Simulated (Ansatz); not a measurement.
bcc Li, treated with PBEsol (PAW; Ansatz, a program for electronic structure).

Settings: plane-wave cutoff 520 eV, 26×26×26 k mesh, Fermi–Dirac smearing 0.08 eV (set by the program), scalar-relativistic PAW data made under PBE.

Cell (relaxed at this level):

```cif
data_Li
_chemical_formula_sum 'Li1'
_space_group_name_H-M_alt 'P 1'
_space_group_IT_number 1
_cell_length_a 2.97373
_cell_length_b 2.97373
_cell_length_c 2.97373
_cell_angle_alpha 109.471
_cell_angle_beta 109.471
_cell_angle_gamma 109.471
loop_
_space_group_symop_operation_xyz
  'x, y, z'
loop_
_atom_site_label
_atom_site_type_symbol
_atom_site_fract_x
_atom_site_fract_y
_atom_site_fract_z
_atom_site_occupancy
Li1 Li 0.00000 0.00000 0.00000 1
```

Problem. What does this level give for the Young modulus, elastic constant C44, Poisson ratio, elastic constant C12 and elastic constant C11?

Solution. 
* **Young modulus**: 13.4 GPa
* **elastic constant C44**: 11.6 GPa
* **Poisson ratio**: 0.336
* **elastic constant C12**: 12.9 GPa
* **elastic constant C11**: 15.3 GPa

Measured, for comparison: elastic constant C44 9.6 GPa (temperature not stated, no zero-point or thermal correction, our sources range from 9.60 to 10.7; as tabulated in Mechanics & Industry (2023), article mi220138, Table 3); elastic constant C12 11.3 GPa (temperature not stated, no zero-point or thermal correction, our sources range from 11.3 to 12.5; as tabulated in Mechanics & Industry (2023), article mi220138, Table 3); elastic constant C11 14.7 GPa (temperature not stated, no zero-point or thermal correction, our sources range from 13.4 to 14.7; as tabulated in arXiv:1601.06701). Computed (rounded) less measured: elastic constant C44 not scored (sources differ), elastic constant C12 not scored (sources differ), elastic constant C11 +4 % (+4 % to +14 % over the range). A static lattice is as a rule a little smaller and stiffer than an uncorrected measurement, which narrows the difference in the elastic constant C11 and would widen misses of the other sign.

Elastic constants are with the ions relaxed.

The computed numbers hold no vibrational or temperature effects.
